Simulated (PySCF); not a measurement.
## Level of theory and gas-phase deprotonation enthalpies: chlorosilane

Structure: `[SiH3]Cl` (ClH3Si). Optimised structure (Å), atoms numbered from 1:
```
Si   -0.1271   -0.0040   -0.0141
Cl    1.9495    0.1049    0.0621
H    -0.5025   -1.0251   -1.0286
H    -0.6477    1.3354   -0.3982
H    -0.6204   -0.3950    1.3336
```

All levels share the PBE0-D3(BJ)/ma-def2-SVP structures and the PBE0-D3(BJ)/ma-def2-SVP thermal terms; only the single-point energies (PySCF) change. Values are gas-phase deprotonation enthalpies (298 K, kJ/mol).

| level | Si1 | time |
| --- | --- | --- |
| CCSD(T)/ma-def2-TZVP | 1518 | 25 s |
| MP2/ma-def2-TZVP | 1520 | 2.4 s |
| ωB97X-D3(BJ)/ma-def2-TZVP | 1528 | – |
| HF/ma-def2-TZVP | 1541 | 0.59 s |

Times are wall times for all single points of a level on 1 thread of Arm Neoverse V2, a shared host; the dash marks the run that also made the structures.

Hartree-Fock leaves out electron correlation, so its deprotonation energies can be off by tens of kJ/mol.

The spread: 23 kJ/mol, from 1518 to 1541.
